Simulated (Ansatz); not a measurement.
A nudged elastic band was laid between two geometries of AlH5N2 + H (9 atoms, charge 0, multiplicity 2).

The calculation used UKS B3LYP-D4/6-31G* in Ansatz.

```json
{
  "movable images": "5",
  "climbing image": "yes",
  "spring": "5.0 eV/Å²",
  "optimiser": "quadratic models (default)",
  "start path": "through a guess of the saddle point",
  "force threshold": "0.05 eV/Å",
  "iteration limit": "60",
  "end points": "relaxed"
}
```

Image 0:

```xyz
9
Properties=species:S:1:pos:R:3
Al 0.006 0.019 -0.148
H 0.007 0.086 1.435
N 1.549 0.111 -1.036
H 1.666 0.081 -2.040
H 2.449 0.204 -0.582
N -1.538 -0.148 -1.022
H -2.437 -0.201 -0.561
H -1.657 -0.203 -2.026
H -0.045 0.050 3.740
```

Image 6:

```xyz
9
Properties=species:S:1:pos:R:3
Al 0.271 -0.987 -1.013
H -0.861 0.088 2.143
N 1.693 -0.044 -1.556
H 2.577 -0.457 -1.827
H 1.741 0.967 -1.620
N -1.200 -0.098 -0.498
H -2.063 -0.546 -0.217
H -1.323 0.908 -0.535
H -0.835 0.168 2.883
```

Question: Which bonds break or form, and what moves?

Answer: Bonds broken: Al1–H2. Bonds formed: H2–H9. AlH5N2 + H becomes AlH4N2 + H2.

Question: What energy profile does the band end with?

Answer: The forces met the threshold. The highest image is number 1 of 0 to 6, 1.5 kJ/mol above the first end and 88.9 kJ/mol above the last; the last end lies 87.4 kJ/mol below the first. The profile has 2 maxima (images 1, 3) with wells between them (image 2): this band takes more than one step, which may be the mechanism or a detour left from its start path. A vibrational analysis at the climbing image gives one clearly imaginary mode, 370i cm⁻¹: a first-order saddle point.

| image | path coordinate (Å) | energy (kJ/mol) | Al1–H2 (Å) | H2–H9 (Å) |
| --- | --- | --- | --- | --- |
| 0 | 0.00 | 0.0 | 1.58 | 2.31 |
| 1 | 0.71 | 1.5 | 1.62 | 1.53 |
| 2 | 2.48 | -82.4 | 3.19 | 0.74 |
| 3 | 4.24 | -79.9 | 3.90 | 0.74 |
| 4 | 6.00 | -80.3 | 4.09 | 0.74 |
| 5 | 7.77 | -82.8 | 3.50 | 0.74 |
| 6 | 9.53 | -87.4 | 3.52 | 0.75 |

Question: What is the geometry of the highest image?

Answer: 
```xyz
9
Properties=species:S:1:pos:R:3
Al 0.000 0.004 -0.075
H -0.005 0.063 1.548
N 1.547 0.112 -0.951
H 1.670 0.087 -1.955
H 2.444 0.208 -0.491
N -1.543 -0.167 -0.948
H -2.441 -0.231 -0.486
H -1.663 -0.213 -1.952
H -0.009 0.137 3.071
```

The band took 22 iterations and of the order of 5 core-minutes.

Time of the run: 5.3 min on 1 thread of Arm Neoverse V2 (shared host), peak memory 0.15 GiB.
